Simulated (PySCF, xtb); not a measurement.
CH5N, SMILES CN.

Harmonic wavenumbers (cm⁻¹) from GFN2-xTB (xtb) at its own minimum, in rising order: 348, 916, 950, 1104, 1162, 1294, 1419, 1497, 1500, 1573, 2867, 3013, 3015, 3384, 3415.

**Question.** What does PBE-D3(BJ)/def2-TZVP (PySCF) give at its own minimum? (An estimate is asked for; the answer gives what the named calculation found.)

**Answer.** 301, 814, 948, 1041, 1133, 1307, 1404, 1443, 1466, 1614, 2893, 2996, 3035, 3404, 3481. Paired by order, the mean absolute difference is 37 cm⁻¹ and the zero-point energies are 39.3 and 39.0 kcal/mol.
